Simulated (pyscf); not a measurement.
## Four-centre exchange: H₂O + HO–Si(F)(F)–F → HO–Si(F)(F)–F + H₂O

Gas phase, singlet surface, charge 0. Bonds broken: O1–H8, Si2–O7. Bonds formed: O1–Si2, O7–H8. Structures and frequencies: ωB97X-D3(BJ)/def2-SVP in PySCF.

Transition state (Å):

```xyz
9

O     -0.2913     0.8371     0.5348
Si    -0.9163    -0.7252    -0.1563
F     -0.1007    -2.1299    -0.2137
F     -2.2220    -0.5790    -1.0930
F     -1.6850    -1.0260     1.2538
H     -0.8122     1.4670     1.0484
O      0.1949     0.0061    -1.3996
H      0.2214     0.9243    -0.4681
H      0.9401    -0.5389    -1.6788
```

One imaginary mode, 995i cm⁻¹; descent along it reached the two sides named, in the forms told below.

| bond | change | reactant side (Å) | saddle | product side |
|---|---|---|---|---|
| O1–H8 | breaks | 0.970 | 1.130 | 2.146 |
| Si2–O7 | breaks | 1.659 | 1.821 | 2.136 |
| O1–Si2 | forms | 2.133 | 1.819 | 1.659 |
| O7–H8 | forms | 2.142 | 1.308 | 0.970 |

Electronic energies relative to the separated reactants (eV):

```
level                   barrier  reaction energy  reverse barrier
----------------------  -------  ---------------  ---------------
ωB97X-D3(BJ)/def2-TZVP     0.85             0.00             0.85
PBE/def2-TZVP              0.73             0.00             0.73
r²SCAN/def2-TZVP           0.73             0.00             0.73
B3LYP-D3(BJ)/def2-TZVP     0.89             0.00             0.89
PBE0-D3(BJ)/def2-TZVP      0.76             0.00             0.76
M06-2X/def2-TZVP           0.78             0.00             0.78
ωB97M-D3(BJ)/def2-TZVP     0.85             0.00             0.85
HF/def2-TZVP               1.57             0.00             1.57
```

With ωB97M-D3(BJ)/def2-TZVP energies and thermal terms (ideal gas, 1 atm, RRHO with modes under 100 cm⁻¹ raised to 100, one conformer, R ln 2 for chiral ones without a mode under 150 cm⁻¹), in eV:

| T (K) | ΔH‡ | ΔG‡ | ΔH | ΔG |
|---|---|---|---|---|
| 298 | 0.82 | 1.34 | 0.00 | 0.00 |
| 600 | 0.82 | 1.87 | 0.00 | 0.00 |
| 900 | 0.84 | 2.40 | 0.00 | 0.00 |
| 1200 | 0.87 | 2.91 | 0.00 | 0.00 |

On the reactant side the descent ends in an adduct with a O–Si contact, 0.19 eV under the separated species and 1.04 eV under the saddle at ωB97X-D3(BJ)/def2-TZVP. On the product side the descent ends in an adduct with a O–Si contact, 0.19 eV under the separated species and 1.04 eV under the saddle at ωB97X-D3(BJ)/def2-TZVP. What is counted as formed (O–Si) is already present as a longer contact in the reactant adduct; forming that adduct is a step of its own. What is counted as broken (O–Si) persists as a longer contact in the product adduct; parting that adduct is a step of its own. This is the saddle that the search found; another between the same sides may lie lower.
